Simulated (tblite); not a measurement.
Tetrafluoroethene, C2F4.
Atom-mapped SMILES: `[F:1][C:2]([F:3])=[C:4]([F:5])[F:6]`

Computed with GFN2-xTB (tblite), gas phase: Langevin dynamics at 300 K from the optimised GFN2-xTB geometry, time step 0.5 fs, friction 0.01 fs⁻¹, 2000 steps. The instantaneous temperature is 2·E(kin)/(3Nk) with all 3N coordinates.

```
t (fs)  T (K)  E(pot) above start (eV)  F1–C2 (Å)  C2–F3 (Å)  C2=C4 (Å)  C4–F5 (Å)  C4–F6 (Å)
     0    139                    0.000      1.320      1.320      1.329      1.321      1.320
    25    180                    0.097      1.341      1.318      1.331      1.311      1.312
    50    223                    0.082      1.339      1.311      1.316      1.319      1.322
    75    195                    0.205      1.338      1.300      1.361      1.312      1.313
   100    251                    0.125      1.326      1.293      1.328      1.350      1.329
   125    278                    0.067      1.318      1.320      1.318      1.335      1.352
   150    337                    0.127      1.296      1.369      1.318      1.308      1.309
   175    156                    0.177      1.307      1.372      1.351      1.315      1.310
   200    130                    0.172      1.302      1.387      1.298      1.277      1.314
   225    294                    0.132      1.316      1.363      1.345      1.301      1.324
   250    248                    0.097      1.309      1.306      1.358      1.291      1.363
   275    114                    0.138      1.325      1.302      1.316      1.319      1.388
   300    128                    0.088      1.315      1.279      1.334      1.302      1.338
   325    201                    0.114      1.354      1.285      1.341      1.307      1.329
   350    303                    0.079      1.347      1.320      1.317      1.340      1.338
   375    350                    0.056      1.309      1.298      1.329      1.326      1.299
   400    277                    0.146      1.332      1.331      1.342      1.376      1.322
   425    166                    0.177      1.306      1.343      1.330      1.317      1.256
   450    214                    0.037      1.337      1.336      1.342      1.327      1.297
   475    193                    0.156      1.341      1.323      1.321      1.312      1.371
   500    208                    0.182      1.304      1.287      1.348      1.313      1.348
   525    350                    0.192      1.336      1.297      1.346      1.303      1.358
   550    395                    0.214      1.353      1.319      1.304      1.271      1.374
   575    334                    0.172      1.342      1.342      1.367      1.286      1.326
   600    347                    0.189      1.330      1.320      1.335      1.297      1.343
   625    353                    0.186      1.349      1.328      1.302      1.303      1.324
   650    328                    0.217      1.298      1.335      1.340      1.379      1.304
   675    343                    0.129      1.304      1.288      1.334      1.356      1.298
   700    399                    0.093      1.321      1.314      1.322      1.366      1.321
   725    276                    0.130      1.305      1.342      1.342      1.353      1.302
   750    320                    0.113      1.299      1.351      1.335      1.286      1.314
   775    202                    0.281      1.340      1.376      1.317      1.301      1.410
   800    190                    0.277      1.280      1.309      1.321      1.249      1.367
   825    319                    0.186      1.295      1.319      1.373      1.325      1.362
   850    324                    0.216      1.361      1.308      1.304      1.313      1.343
   875    314                    0.131      1.330      1.297      1.327      1.330      1.316
   900    526                    0.099      1.355      1.338      1.353      1.328      1.334
   925    340                    0.329      1.329      1.339      1.280      1.311      1.287
   950    315                    0.180      1.333      1.320      1.359      1.368      1.350
   975    258                    0.132      1.305      1.272      1.327      1.309      1.320
  1000    225                    0.065      1.357      1.299      1.336      1.344      1.346
```

Question: From 500 fs on, how do temperature and potential energy compare with equipartition?

Answer: The mean temperature of these 21 frames is 317 K against the target 300 K, and the mean potential energy 0.18 eV against 12 × kT/2 = 0.16 eV for 12 classical harmonic modes. For 6 atoms in a canonical ensemble the temperature itself scatters by T·√(2/(3N)) = 100 K; here its standard deviation is 74 K. The whole run lasts only 10 friction times of 100 fs, so these averages carry a wide statistical error.

Question: What are the kinetic and total energies of the listed frame with the highest potential energy?

Answer: The one at 925 fs, 0.329 eV above the start. Its kinetic energy is 3NkT/2 = 0.264 eV at 340 K, so the sum is 0.59 eV; over the listed frames the sum runs from 0.11 to 0.59 eV, since the thermostat adds and removes energy.

Question: How much do the listed bonds fluctuate from 500 fs on?

Answer: 
```tsv
bond	at the start (Å)	mean (Å)	standard deviation (Å)
F1–C2	1.320	1.325	0.023
C2–F3	1.320	1.319	0.024
C2=C4	1.329	1.332	0.022
C4–F5	1.321	1.319	0.033
C4–F6	1.320	1.336	0.029
```

The motion is classical and holds no zero-point motion.

What follows is the cost of the whole dynamics run. Hardware: one thread, AMD EPYC 9R45 (x86_64), shared host with 96 logical CPUs at a one-minute load of 5.6. Cost: 2.5 s, 0.18 GiB resident at most.
